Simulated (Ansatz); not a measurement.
# Nudged elastic band run: C2H2O2

Input file:

```yaml
crystal:
  periodic: [false, false, false]
  atoms:
    - { symbol: O, position_ang: [0.996764, 0.085579, -1.646795] }
    - { symbol: C, position_ang: [0.232105, 0.045808, -0.58142] }
    - { symbol: C, position_ang: [-0.48826, 0.076826, 0.386417] }
    - { symbol: O, position_ang: [-1.325074, 0.071372, 1.396873] }
    - { symbol: H, position_ang: [1.481027, -0.746781, -1.72177] }
    - { symbol: H, position_ang: [-0.896562, 0.467197, 2.166696] }
basis:
  gaussian: { orbitals: def2-SVP }
hamiltonian:
  xc: pbe0
  dispersion: d4
neb:
  order_check: false
  images: 5
  f_tol: 0.05
  max_iterations: 60
  final_atoms:
    - { symbol: O, position_ang: [0.56246422, 1.0688348, -1.90920093] }
    - { symbol: C, position_ang: [0.31796802, 0.41114105, -0.98097143] }
    - { symbol: C, position_ang: [0.05562328, -0.3639844, 0.06408048] }
    - { symbol: O, position_ang: [-0.96831016, -0.07506055, 0.93353898] }
    - { symbol: H, position_ang: [0.61279945, -1.30478145, 0.14324873] }
    - { symbol: H, position_ang: [-0.58054481, 0.26385156, 1.74930516] }
  initial_path:
    images:
      - { positions_ang: [[0.996764, 0.085579, -1.646795], [0.232105, 0.045808, -0.58142], [-0.48826, 0.076826, 0.386417], [-1.325074, 0.071372, 1.396873], [1.481027, -0.746781, -1.72177], [-0.896562, 0.467197, 2.166696]] }
      - { positions_ang: [[0.9954875, 0.16148112, -1.70072967], [0.24996555, 0.07459785, -0.62599289], [-0.45543757, 0.07768009, 0.34792154], [-1.27529105, 0.02078734, 1.36885848], [1.36349205, -0.78677909, -1.52316728], [-0.87821648, 0.45223368, 2.13311082]] }
      - { positions_ang: [[0.994211, 0.23738325, -1.75466434], [0.26782609, 0.1033877, -0.67056578], [-0.42261515, 0.07853418, 0.30942607], [-1.22550809, -0.02979733, 1.34084396], [1.24595711, -0.82677717, -1.32456456], [-0.85987096, 0.43727037, 2.09952564]] }
      - { positions_ang: [[0.9929345, 0.31328537, -1.808599], [0.28568664, 0.13217756, -0.71513866], [-0.38979272, 0.07938827, 0.27093061], [-1.17572514, -0.08038199, 1.31282944], [1.12842216, -0.86677526, -1.12596184], [-0.84152544, 0.42230705, 2.06594046]] }
      - { positions_ang: [[0.84944441, 0.56513518, -1.84213298], [0.2964471, 0.22516539, -0.80374959], [-0.24132072, -0.06840262, 0.20198057], [-1.10658682, -0.07860818, 1.18639929], [0.95654792, -1.01277732, -0.70289165], [-0.7545319, 0.36948855, 1.96039536]] }
      - { positions_ang: [[0.70595431, 0.81698499, -1.87566695], [0.30720756, 0.31815322, -0.89236051], [-0.09284872, -0.21619351, 0.13303052], [-1.03744849, -0.07683437, 1.05996913], [0.78467369, -1.15877939, -0.27982146], [-0.66753835, 0.31667006, 1.85485026]] }
      - { positions_ang: [[0.56246422, 1.0688348, -1.90920093], [0.31796802, 0.41114105, -0.98097143], [0.05562328, -0.3639844, 0.06408048], [-0.96831016, -0.07506055, 0.93353898], [0.61279945, -1.30478145, 0.14324873], [-0.58054481, 0.26385156, 1.74930516]] }
```

Command:

```bash
$ ansatz run input.yaml --threads 1 --pin off --max-ram 2048MiB --backend cpu --events-out ev --progress --plain --runs-dir out
```

Output, in part (warnings, iteration lines, the closing report on the highest movable image, with atoms numbered from 0):

```
NEB end point (image 0): max|allowed force component| = 8.819e-3 eV/Å (the criterion of neb.relax_end_points is 1.000e-2)
NEB end point (image 6): max|allowed force component| = 1.769e-2 eV/Å (the criterion of neb.relax_end_points is 1.000e-2)
NEB iter   1: max|band force component| = 1.025e1 eV/Å  barrier→ = 2.6352 eV  barrier← = 3.9802 eV  Δτ_max = 0.2000 Å  (176 SCF iters)
NEB iter   2: max|band force component| = 2.713e0 eV/Å  barrier→ = 2.6574 eV  barrier← = 4.0024 eV  Δτ_max = 0.2000 Å  (151 SCF iters)
NEB iter   3: max|band force component| = 3.212e0 eV/Å  barrier→ = 2.5362 eV  barrier← = 3.8812 eV  Δτ_max = 0.1011 Å  (152 SCF iters)
NEB iter   4: max|band force component| = 1.013e0 eV/Å  barrier→ = 2.2192 eV  barrier← = 3.5642 eV  Δτ_max = 0.0995 Å  (145 SCF iters)
NEB iter   5: max|band force component| = 9.229e-1 eV/Å  barrier→ = 1.7993 eV  barrier← = 3.1443 eV  Δτ_max = 0.0891 Å  (148 SCF iters)
NEB iter   6: max|band force component| = 6.378e-1 eV/Å  barrier→ = 1.7802 eV  barrier← = 3.1252 eV  Δτ_max = 0.1039 Å  (149 SCF iters)
NEB iter   7: max|band force component| = 2.467e0 eV/Å  barrier→ = 1.9732 eV  barrier← = 3.3182 eV  Δτ_max = 0.0528 Å  (149 SCF iters)
NEB iter   8: max|band force component| = 3.244e0 eV/Å  barrier→ = 1.9415 eV  barrier← = 3.2865 eV  CI = image 2  Δτ_max = 0.1091 Å  (139 SCF iters)
NEB iter   9: max|band force component| = 3.186e0 eV/Å  barrier→ = 2.1210 eV  barrier← = 3.4660 eV  CI = image 2  Δτ_max = 0.1956 Å  (143 SCF iters)
NEB iter  10: max|band force component| = 2.671e0 eV/Å  barrier→ = 2.6553 eV  barrier← = 4.0003 eV  CI = image 2  Δτ_max = 0.0980 Å  (158 SCF iters)
NEB iter  11: max|band force component| = 1.056e0 eV/Å  barrier→ = 2.5451 eV  barrier← = 3.8901 eV  CI = image 2  Δτ_max = 0.0919 Å  (152 SCF iters)
NEB iter  12: max|band force component| = 1.251e0 eV/Å  barrier→ = 2.5030 eV  barrier← = 3.8480 eV  CI = image 2  Δτ_max = 0.0466 Å  (150 SCF iters)
NEB iter  13: max|band force component| = 2.620e-1 eV/Å  barrier→ = 2.4794 eV  barrier← = 3.8244 eV  CI = image 2  Δτ_max = 0.0175 Å  (145 SCF iters)
NEB iter  14: max|band force component| = 1.101e-1 eV/Å  barrier→ = 2.4774 eV  barrier← = 3.8224 eV  CI = image 2  Δτ_max = 0.0081 Å  (136 SCF iters)
NEB iter  15: max|band force component| = 1.159e-1 eV/Å  barrier→ = 2.4758 eV  barrier← = 3.8209 eV  CI = image 2  Δτ_max = 0.0040 Å  (134 SCF iters)
NEB iter  16: max|band force component| = 9.610e-2 eV/Å  barrier→ = 2.4755 eV  barrier← = 3.8205 eV  CI = image 2  Δτ_max = 0.0081 Å  (131 SCF iters)
NEB iter  17: max|band force component| = 4.734e-2 eV/Å  barrier→ = 2.4749 eV  barrier← = 3.8199 eV  CI = image 2  Δτ_max = 0.0000 Å  (266 SCF iters)
Total energy: -6183.44567026 eV, -227.2374370922 hartree
Atom 0 at     0.923133     0.196820    -1.913641 Å, force    -0.020521     0.012047     0.008561 eV/Å
Atom 1 at     0.282578     0.065750    -0.787120 Å, force     0.046546     0.008011    -0.008646 eV/Å
Atom 2 at    -0.307391     0.265130     0.308121 Å, force    -0.039886    -0.016643    -0.007828 eV/Å
Atom 3 at    -1.146841    -0.080134     1.240602 Å, force     0.010357     0.008260    -0.002733 eV/Å
Atom 4 at     1.117759    -0.743320    -0.935655 Å, force    -0.003475    -0.013544     0.009695 eV/Å
Atom 5 at    -0.869238     0.295755     2.087694 Å, force     0.006979     0.001869     0.000950 eV/Å
Dipole moment:    -0.045308    -0.138234     0.755319 e Å
```

The run converged. Neighbouring images differ by up to 2.1 eV, so the band resolves the path poorly. A vibrational analysis at the climbing image gives one clearly imaginary mode, 1703i cm⁻¹: a first-order saddle point. The orbitals stay closed-shell, which can raise the energy where a bond breaks towards radicals; this wasn't checked here.

Final band (atoms are numbered from 1 in the order of the input):

| image | path coordinate (Å) | energy (eV) | O1–H5 (Å) | C3–H5 (Å) |
| --- | --- | --- | --- | --- |
| 0 | 0.00 | 0.00 | 0.97 | 3.00 |
| 1 | 0.59 | 0.34 | 0.97 | 2.59 |
| 2 | 1.17 | 2.47 | 1.37 | 2.14 |
| 3 | 1.76 | 0.74 | 1.93 | 2.00 |
| 4 | 2.35 | 0.42 | 2.22 | 1.41 |
| 5 | 2.94 | -1.08 | 2.74 | 1.11 |
| 6 | 3.53 | -1.35 | 3.14 | 1.10 |

Run time: 2.3 min on 1 thread of Arm Neoverse V1, with other jobs on the host, peak memory 0.24 GiB.
